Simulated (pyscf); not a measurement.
Structures and frequencies: ωB97X-D3(BJ)/def2-SVP in PySCF.

Task: H₂N–SiH(Cl)–Cl + H₂ → Cl–SiH₂–Cl + NH₃
Surface: singlet. Broken: N–Si, H–H. Formed: H–Si, H–N. Give ΔE‡ and ΔE from ωB97M-D3(BJ)/def2-TZVP, relative to the separated reactants.

Result: ΔE‡ = 197.9 kJ/mol, ΔE = +49.1 kJ/mol. Zero-point energy shifts the barrier by +13.5 kJ/mol. It is a four-centre exchange, with an imaginary mode of 1530i cm⁻¹. On the product side the descent ends in a complex (not fully relaxed), 29.1 kJ/mol under the separated species and 176.9 kJ/mol under the saddle at ωB97X-D3(BJ)/def2-TZVP. At the saddle there is also a short H–Si contact that neither side keeps. This is the saddle that the search found; another between the same sides may lie lower.
